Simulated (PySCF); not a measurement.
# Si2NH7 (SMILES [SiH3]N[SiH3]) at 6 levels

Aim: a comparison of 6 runs (HF/STO-3G, HF/def2-SVP, HF/def2-TZVP, HF/cc-pVTZ, B3LYP/6-31G*, r2SCAN/def2-SVP) of Si2NH7. 

The calculation is run with PySCF 2.14.0.

### Step 1. The structure to begin with

Si2NH7: 10 atoms, total charge 0, spin state singlet. As SMILES, `[SiH3]N[SiH3]`. The coordinates come from a PBE0-D4/def2-TZVP relaxation.

Bond lengths: Si1–N2 1.726 Å, N2–Si3 1.726 Å, Si1–H4 1.484 Å, Si1–H5 1.490 Å, Si1–H6 1.488 Å, N2–H7 1.011 Å, Si3–H8 1.484 Å, Si3–H9 1.488 Å, Si3–H10 1.490 Å. Some angles: Si1–N2–Si3 128.9°, Si1–N2–H7 115.5°, Si3–N2–H7 115.5°, N2–Si1–H4 107.4°, N2–Si1–H5 112.6°, N2–Si1–H6 110.9°, N2–Si3–H8 107.4°, N2–Si3–H9 110.9°, N2–Si3–H10 112.6°, H4–Si1–H5 109.0°.

### Step 2. Energy and forces at HF/STO-3G (run 1)

The input, run.py:

```python
# [SiH3]N[SiH3]
from pyscf import gto, scf

system = gto.Mole()
system.atom = '''
Si    -1.042800     0.758390    -0.879990
N      0.119990     0.500410     0.368670
Si     0.995830    -0.935260     0.755390
H     -1.373610    -0.567260    -1.458240
H     -0.532280     1.645360    -1.962590
H     -2.274280     1.393560    -0.336440
H      0.361990     1.317290     0.912940
H      0.403090    -2.042290    -0.034740
H      0.897240    -1.243020     2.208320
H      2.444830    -0.827180     0.426680
'''
system.verbose = 4
system.basis = 'sto-3g'
system.charge = 0
system.max_memory = 1860
system.build()

mf = scf.RHF(system)
mf.conv_tol = 1e-10
mf.kernel()
if not mf.converged:
    mf = mf.newton().run(mf.mo_coeff, mf.mo_occ)

etot = mf.e_tot
print(f'total energy: {etot:.8f} hartree')
grad = mf.nuc_grad_method().kernel()
mf.analyze()
```

Run with:

```sh
$ OMP_NUM_THREADS=1 python run.py
```

Output:

```text
PySCF version 2.14.0

[... 74 lines left out ...]
Total Energy =                        -629.044105931159265
[... 8 lines left out ...]
MO #2   energy= -67.993220070874   occ= 2
[... 6 lines left out ...]
MO #9   energy= -3.99634016702779  occ= 2
[... 6 lines left out ...]
MO #16  energy= -0.450777140421421 occ= 2
[... 6 lines left out ...]
MO #23  energy= 0.525112503895148  occ= 0
[... 6 lines left out ...]
MO #30  energy= 0.78799352111821   occ= 0
[... 43 lines left out ...]
Dipole moment(X, Y, Z, Debye):  0.14481,  0.34096,  0.17260
```

Wall time 2.5 s (1 thread of Intel Xeon at 2.70GHz, shared host); peak memory 0.12 GiB.

### Step 3. Energy and gradient at HF/def2-SVP (run 2)

The input, run.py:

```python
import pyscf.grad
from pyscf import gto, scf

mol = gto.M(
    atom=[
    ('Si', (-1.042800, 0.758390, -0.879990)),
    ('N', (0.119990, 0.500410, 0.368670)),
    ('Si', (0.995830, -0.935260, 0.755390)),
    ('H', (-1.373610, -0.567260, -1.458240)),
    ('H', (-0.532280, 1.645360, -1.962590)),
    ('H', (-2.274280, 1.393560, -0.336440)),
    ('H', (0.361990, 1.317290, 0.912940)),
    ('H', (0.403090, -2.042290, -0.034740)),
    ('H', (0.897240, -1.243020, 2.208320)),
    ('H', (2.444830, -0.827180, 0.426680)),
],
    basis='def2-svp',
    verbose=4,
    max_memory=1860,
)

mf = scf.RHF(mol)
mf.conv_tol = 1e-10
mf.kernel()
if not mf.converged:
    mf = mf.newton().run(mf.mo_coeff, mf.mo_occ)

energy = mf.e_tot
print(f'total energy: {energy:.8f} hartree')
grad = mf.Gradients().kernel()
mf.analyze()
```

Run with:

```sh
$ OMP_NUM_THREADS=1 python run.py
```

Output:

```text
PySCF version 2.14.0

[... 90 lines left out ...]
MO #5   energy= -6.13719876758656  occ= 2
[... 15 lines left out ...]
MO #21  energy= -0.395307763813416 occ= 2
[... 15 lines left out ...]
MO #37  energy= 0.543809200580143  occ= 0
[... 15 lines left out ...]
MO #53  energy= 1.16697635764336   occ= 0
[... 15 lines left out ...]
MO #69  energy= 1.9945669368296    occ= 0
[... 15 lines left out ...]
MO #85  energy= 3.59027444928044   occ= 0
[... 98 lines left out ...]
Dipole moment(X, Y, Z, Debye):  0.21345,  0.73504,  0.49519
```

Wall time 8.7 s (1 thread of Intel Xeon at 2.70GHz, shared host); peak memory 0.17 GiB.

Runs 3 to 5 aren't shown in full; the table further down has their settings and results.

### Step 4. Energy and gradient at r2SCAN/def2-SVP (run 6)

The input, job.py:

```python
import pyscf.grad
from pyscf import gto, dft

molecule = gto.M(
    atom='''
Si    -1.970606     1.433149    -1.662940
N      0.226748     0.945638     0.696685
Si     1.881846    -1.767385     1.427480
H     -2.595747    -1.071966    -2.755674
H     -1.005863     3.109280    -3.708758
H     -4.297766     2.633447    -0.635779
H      0.684062     2.489317     1.725207
H      0.761730    -3.859369    -0.065649
H      1.695538    -2.348967     4.173120
H      4.620059    -1.563144     0.806308
''',
    unit='bohr',
    basis='def2-svp',
    charge=0,
    max_memory=1860,
    verbose=3,
)

myscf = dft.RKS(molecule)
myscf.xc = 'r2scan'
myscf.conv_tol = 1e-10
myscf.grids.level = 5
myscf.kernel()
if not myscf.converged:
    myscf = myscf.newton().run(myscf.mo_coeff, myscf.mo_occ)

etot = myscf.e_tot
print('E(%s) = %.9f' % ('R2SCAN', etot))
grad = myscf.Gradients().kernel()
myscf.analyze()
```

Run with:

```sh
$ OMP_NUM_THREADS=1 python job.py
```

Output:

```text
converged SCF energy = -637.656450840017
[... 19 lines left out ...]
MO #10  energy= -3.56219226631958  occ= 2
[... 14 lines left out ...]
MO #25  energy= 0.0639766313244143 occ= 0
[... 14 lines left out ...]
MO #40  energy= 0.459772448843621  occ= 0
[... 14 lines left out ...]
MO #55  energy= 0.926806586851768  occ= 0
[... 14 lines left out ...]
MO #70  energy= 1.73219174681571   occ= 0
[... 14 lines left out ...]
MO #85  energy= 3.26582178190373   occ= 0
[... 11 lines left out ...]
Dipole moment(X, Y, Z, Debye):  0.20211,  0.73754,  0.51195
```

Wall time 46 s (1 thread of Intel Xeon at 2.70GHz, shared host); peak memory 0.87 GiB.

### Step 5. All runs side by side

```
run                               level  integration grid  energy (Eh)  dipole moment (D)  HOMO energy (eV)  LUMO energy (eV)  wall time
  1                           HF/STO-3G                 –  -629.044106               0.41             -7.54             12.34      2.5 s
  2                         HF/def2-SVP                 –  -636.203425               0.91            -10.76              3.78      8.7 s
  3                        HF/def2-TZVP                 –  -636.480980               0.97            -10.79              2.83       37 s
  4                          HF/cc-pVTZ                 –  -636.482915               0.94            -10.76              3.13       94 s
  5  B3LYP/6-31G* (spherical functions)                 5  -637.973238               0.93             -7.02              0.21       35 s
  6                     r2SCAN/def2-SVP                 5  -637.656451               0.92             -6.36             -0.04       46 s
```

### Step 6. What came out

| quantity | value |
| --- | --- |
| run 6: total energy | -637.65645 Eh |
| run 6: dipole moment | 0.92 D |
| run 6: HOMO energy | -6.36 eV |
| run 6: LUMO energy | -0.04 eV |
| run 6: HOMO–LUMO gap | 6.32 eV |
| run 6: largest force on an atom | 0.388 eV/Å |

What this shows: The dipole moment (its size) runs from 0.41 D (HF/STO-3G) to 0.97 D (HF/def2-TZVP). The HOMO–LUMO gap runs from 6.32 eV (r2SCAN/def2-SVP) to 19.89 eV (HF/STO-3G). The two ends differ in method and basis. Totals of different functionals can't be ranked against each other. In run 1 the basis is minimal, so the values are rough. All runs together took 3.7 min, the longest 94 s.
